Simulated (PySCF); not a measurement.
H4Si. Atoms are numbered in the order given.

```xyz
5

Si     0.0000     0.0000     0.0000
H      0.8546    -0.8546    -0.8546
H     -0.8546    -0.8546     0.8546
H     -0.8546     0.8546    -0.8546
H      0.8546     0.8546     0.8546
```

Geometry: B3LYP-D3(BJ)/def2-TZVPD. The isomer is the one that the SMILES or the coordinates give; other isomers of the formula were not compared.

These are B3LYP/def2-TZVPD run with PySCF values and carry that method's errors.

Mulliken values depend strongly on the basis, most of all with diffuse functions as here. ESP charges are fitted to the potential on shells at 1.4 to 2.0 van der Waals radii. Atomic charges (e):

```json
[
 {"atom": "Si1", "ESP fit": "0.21", "Mulliken": "0.34", "IAO": "0.49"},
 {"atom": "H2", "ESP fit": "-0.05", "Mulliken": "-0.09", "IAO": "-0.12"},
 {"atom": "H3", "ESP fit": "-0.05", "Mulliken": "-0.09", "IAO": "-0.12"},
 {"atom": "H4", "ESP fit": "-0.05", "Mulliken": "-0.09", "IAO": "-0.12"},
 {"atom": "H5", "ESP fit": "-0.05", "Mulliken": "-0.09", "IAO": "-0.12"}
]
```
